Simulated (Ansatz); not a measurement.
Born–Oppenheimer molecular dynamics of BFH2O (5 atoms, charge 0, multiplicity 1). It starts from a relaxed structure.

Theory: Ansatz, RKS PBE0-D4/def2-SVP.

```
ensemble                      : NVE (velocity Verlet)
time step                     : 2 fs
steps asked                   : 40
starting velocities drawn for : 400 K
seed                          : 357040
```

First frame:

```xyz
5
Properties=species:S:1:pos:R:3
B -0.004 -0.024 0.024
O -0.006 -0.112 1.364
H -0.895 -0.176 1.733
H 1.038 0.063 -0.573
F -1.155 -0.033 -0.646
```

Task: What does the run give?

Result: All steps were run.

```yaml
steps_done: 40
time_covered: 80 fs
mean_temperature_over_the_second_half: 194 K
spread_of_the_potential_energy_over_the_second_half: 5.7 meV per atom
mean_potential_energy_of_the_second_half_above_the_start: 18.4 meV per atom
```

The conserved energy stayed within 4.1 meV per atom of its start (net change 1.7 meV per atom), so the integration is sound. Over the second half the temperature averaged 0.49 of the 400 K drawn at the start: a run that starts near a minimum puts about half its kinetic energy into the potential. A step of 2 fs is long for free X–H stretches (periods near 10 fs) and can bias their spread and the temperature. A run of 0.08 ps of so small a system gives no equilibrium averages.

Task: What happens to the structure?

Result: The same pairs are bonded in the first frame and the last. Pairs count as bonded within 1.25 times the sum of covalent radii (0.12 Å more for H–H). The details hang on the random start.

Task: How do temperature and energy run in time?

Result: 
| time (fs) | T (K) | potential energy less start (eV) | conserved less start (meV/atom) |
| --- | --- | --- | --- |
| 0 | 400 | 0.000 | 0.00 |
| 4 | 204 | 0.085 | 1.83 |
| 8 | 63 | 0.140 | 1.90 |
| 12 | 235 | 0.071 | 1.40 |
| 16 | 303 | 0.043 | 1.07 |
| 20 | 193 | 0.097 | 3.25 |
| 24 | 141 | 0.113 | 2.56 |
| 28 | 152 | 0.113 | 3.50 |
| 32 | 268 | 0.069 | 3.61 |
| 36 | 241 | 0.076 | 2.77 |
| 40 | 114 | 0.131 | 3.93 |
| 44 | 110 | 0.130 | 3.46 |
| 48 | 243 | 0.078 | 3.47 |
| 52 | 280 | 0.061 | 2.81 |
| 56 | 172 | 0.109 | 4.04 |
| 60 | 81 | 0.140 | 3.27 |
| 64 | 215 | 0.084 | 2.47 |
| 68 | 274 | 0.063 | 2.91 |
| 72 | 190 | 0.092 | 2.08 |
| 76 | 149 | 0.111 | 2.71 |
| 80 | 234 | 0.073 | 1.72 |

Run time: 35 s on 1 thread of Arm Neoverse V2, on a shared host, peak memory 0.088 GiB.
